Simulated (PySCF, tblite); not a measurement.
1H-phosphole, C4H5P.
Numbering: `[cH:1]1[cH:2][cH:3][pH:4][cH:5]1` (hydrogens: H6 on C1; H7 on C2; H8 on C3; H9 on P4; H10 on C5)

Cartesian coordinates in Å at the GFN2-xTB level; atoms count from 1:
```xyz
10
C4H5P angstrom
C     -0.3689   -1.0564    0.2662
C      0.9743   -0.6147    0.0022
C      1.0561    0.6609   -0.4201
P     -0.5827    1.3678   -0.6821
C     -1.3061   -0.1156    0.0456
H     -0.5777   -2.0495    0.6323
H      1.8247   -1.2599    0.1588
H      1.9657    1.1759   -0.6781
H     -0.6097    2.1443    0.4772
H     -2.3666   -0.2483    0.1754
```

Computed with PBE0/def2-SVPD in PySCF (dipole) on a GFN2-xTB geometry, gas phase.

Masses are those of the commonest isotopes; rigid-rotor values at the optimised geometry. 

(1) Give the principal moments of inertia and the rotational constants in MHz.

(2) Classify the top.

(3) What does the inertial defect say?

(4) Give the other two planar moments, Paa and Pbb, and the rms extents of the mass along the axes.

(5) Which lines would a microwave search look for?

Results:

(1) Ia = 66.86, Ib = 100.26, Ic = 163.39 u·Å²; 505379 MHz·u·Å²/I gives A = 7559, B = 5041, C = 3093 MHz.

(2) An asymmetric top. Ray's parameter κ = (2B − A − C)/(A − C) = -0.128; −1 is the prolate and +1 the oblate limit.

(3) Not planar: Δ = Ic − Ia − Ib = -3.73 u·Å². For a rigid frame Δ = −2 Σ m c², so Σ m c² = 1.86 u·Å² lies off the ab plane: 1.67 from hydrogen and 0.19 from heavier atoms. The atom farthest from that plane is 1.29 Å away.

(4) Paa = Σ m a² = (Ib + Ic − Ia)/2 = 98.40 and Pbb = Σ m b² = (Ia + Ic − Ib)/2 = 65.00 u·Å². With the mass M = 84.01 u, the rms extents √(P/M) along a, b and c are 1.08, 0.88, 0.15 Å.

(5) The dipole components are |μa| = 0.70 D, |μb| = 0.00 D, |μc| = 0.54 D; the mirror of this Cs structure is the ac plane, so μb vanishes by symmetry and there are no b-type lines. The squared components, which scale the intensities, stand as 1.00 : 0.60 (a : c). Some lines, for components of 0.1 D or more:

```json
{"type": "c", "branch": "Q", "J(Ka,Kc)": "2(1,2) ← 2(0,2)", "MHz": "1343", "lower level (cm⁻¹)": "0.788"}
{"type": "c", "branch": "Q", "J(Ka,Kc)": "4(2,3) ← 4(1,3)", "MHz": "2953", "lower level (cm⁻¹)": "3.060"}
{"type": "a", "branch": "Q", "J(Ka,Kc)": "3(2,1) ← 3(2,2)", "MHz": "3296", "lower level (cm⁻¹)": "2.094"}
{"type": "c", "branch": "R", "J(Ka,Kc)": "1(1,0) ← 0(0,0)", "MHz": "12600", "lower level (cm⁻¹)": "0.000"}
{"type": "c", "branch": "Q", "J(Ka,Kc)": "3(3,1) ← 3(2,1)", "MHz": "14580", "lower level (cm⁻¹)": "2.204"}
{"type": "a", "branch": "R", "J(Ka,Kc)": "4(0,4) ← 3(0,3)", "MHz": "27889", "lower level (cm⁻¹)": "1.518"}
{"type": "a", "branch": "R", "J(Ka,Kc)": "4(2,3) ← 3(2,2)", "MHz": "31911", "lower level (cm⁻¹)": "2.094"}
{"type": "c", "branch": "R", "J(Ka,Kc)": "3(1,2) ← 2(0,2)", "MHz": "33883", "lower level (cm⁻¹)": "0.788"}
{"type": "c", "branch": "R", "J(Ka,Kc)": "3(3,0) ← 2(2,0)", "MHz": "41716", "lower level (cm⁻¹)": "1.306"}
{"type": "c", "branch": "R", "J(Ka,Kc)": "3(3,1) ← 2(2,1)", "MHz": "42278", "lower level (cm⁻¹)": "1.280"}
{"type": "c", "branch": "R", "J(Ka,Kc)": "4(2,3) ← 3(1,3)", "MHz": "48646", "lower level (cm⁻¹)": "1.536"}
{"type": "c", "branch": "R", "J(Ka,Kc)": "4(4,1) ← 3(3,1)", "MHz": "57188", "lower level (cm⁻¹)": "2.690"}
```

Its GFN2-xTB frequencies are all real (lowest 288 cm⁻¹). Constants of a rigid frame at the computed geometry: no zero-point averaging, no centrifugal distortion.

On one thread, Arm Neoverse V1 (aarch64), no GPU, shared host with 32 logical CPUs at a one-minute load of 33, this took 15 s of wall time (with the writing of density and orbital grids) and 0.58 GiB of memory at its peak. This is the PBE0/def2-SVPD job that gave the dipole, with the excitations it also computed.
